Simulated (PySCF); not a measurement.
Name the molecule from its bond curve

A diatomic of charge 0 contains S. Its doublet curve at B97-3 in a single-zeta basis (no relativity, PySCF), in eV from the separated fragments:

R (Å), E (eV) and a bar:
```
    1.356     -5.487 ########################
    1.419     -6.623 ###########
    1.482     -7.272 ####
    1.530     -7.512 #
    1.577     -7.587 
    1.624     -7.529 #
    1.687     -7.295 ###
    1.766     -6.822 #########
    1.861     -6.092 #################
    1.987     -5.000 ##############################
```

The fit gives ωe = 1393 cm⁻¹ and the rotational constant Bₑ = 0.8264 cm⁻¹.

Which atom is the partner?

The minimum lies at 1.578 Å, so the reduced mass is 16.8576 u Å² cm⁻¹/(Bₑ·Re²) = 8.192 u. With S at 31.97 u the partner weighs about 11.0 u: B. The molecule is BS.

STO-3G is very small, so such numbers show the basis as much as the molecule. The state was picked by a PBE0 search and need not be the measured ground state.
